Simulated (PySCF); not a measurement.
**Electronic absorption of C3H8OP2**

Species: C3H8OP2.
Structure used (GFN2-xTB), in Å, numbered top down from 1:
```
atom  x, y, z in Å
C1    -1.279   -1.235    0.224
C2    -0.774    0.106    0.680
C3    -0.695    1.223   -0.400
P4     0.900    0.700    0.291
O5     1.681    1.575    1.185
P6     1.978   -0.614   -1.067
H7    -1.116   -1.994    0.988
H8    -0.762   -1.541   -0.685
H9    -2.347   -1.184    0.012
H10   -1.161    0.438    1.639
H11   -1.066    2.198   -0.114
H12   -0.986    0.923   -1.396
H13    2.841    0.440   -1.370
H14    2.786   -1.034   -0.010
```

Method: TDDFT CAM-B3LYP/def2-SVPD, vertical, gas phase, core orbitals frozen in the response in PySCF 2.14.0, density-fitted response routines.

```tsv
state	E (eV)	E (kJ/mol)	λ (nm)	f	main configurations (H = HOMO, L = LUMO)
S1	5.74	554	216.0	0.0097	H→L (90%)
S2	6.37	615	194.5	0.129	H-1→L (73%), H→L+2 (10%)
S3	6.41	619	193.4	0.032	H→L+2 (31%), H-1→L+2 (29%), H→L+1 (20%)
S4	6.52	630	190.0	0.0036	H→L+3 (31%), H→L+1 (31%), H→L+2 (13%)
S5	6.63	640	187.0	0.197	H-1→L+2 (28%), H→L+2 (18%), H-1→L+1 (17%)
S6	6.76	653	183.3	0.019	H→L+1 (30%), H→L+3 (26%), H→L+2 (19%)
S7	6.92	667	179.3	0.017	H-1→L+1 (44%), H-1→L+2 (24%), H-1→L+3 (20%)
S8	7.29	704	170.0	0.0072	H-1→L+3 (31%), H-1→L+6 (22%), H-1→L+1 (14%)
```

Triplets (Tamm–Dancoff): T1 5.17 eV, H-1→L (51%), H→L (31%); T2 5.35 eV, H→L (49%), H-1→L (28%); T3 5.66 eV, H→L+2 (47%), H→L+1 (15%), H→L+7 (12%).

The lowest singlet comes at 216 nm (554 kJ/mol) in the ultraviolet; it is weak; its leading configuration is HOMO→LUMO (90%). The most intense listed level is S5 at 6.63 eV (187 nm, f = 0.197), 0.89 eV above S1. Löwdin shares by element: HOMO oxygen 36%, carbon 31% or more, phosphorus 19% or more; LUMO phosphorus 66%, oxygen 7%, carbon 6% or more (atoms not listed hold the other 21%). Orbital energies (eV): HOMO-3 -11.14, HOMO-2 -10.19, HOMO-1 -8.82, HOMO -8.37, LUMO 0.67, LUMO+1 1.05, LUMO+2 1.11. The oscillator strengths of these states sum to 0.415; summed over the whole spectrum of an exact calculation they would give the number of electrons, 64 (Thomas–Reiche–Kuhn). The listed states span 1.55 eV, and the widest gap between neighbours is 0.63 eV (S1 to S2). Only the lowest 8 singlets were computed, as vertical energies without vibronic structure.

One conformer stands for the species.
